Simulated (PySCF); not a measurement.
Series nitrenes, diatomics and small unsaturated species, computed as singlets and as triplets. Isolated molecules, 0 K electronic values unless said otherwise. One relaxed conformer stands for each flexible species; it need not be the lowest. Strings in code marks are SMILES.

A: multiplicity 3 (`O=[SiH2]` (excited triplet))
B: multiplicity 3 (`[O+]#[Si-]` (excited triplet))
C: multiplicity 3 (`C=C=[C]` (excited triplet))
D: multiplicity 3 (`N=C` (excited triplet))
E: multiplicity 3 (`C#C` (excited triplet))
F: multiplicity 3 (`[AlH]` (excited triplet))

Problem. Order them by highest occupied spin orbital (lowest first) at the level PySCF with PBE-D3(BJ)/def2-TZVP // B3LYP-D3(BJ)/def2-TZVP.

Solution. C (-5.45 eV), A (-5.31 eV), E (-4.96 eV), D (-4.09 eV), B (-3.89 eV), F (-3.40 eV)
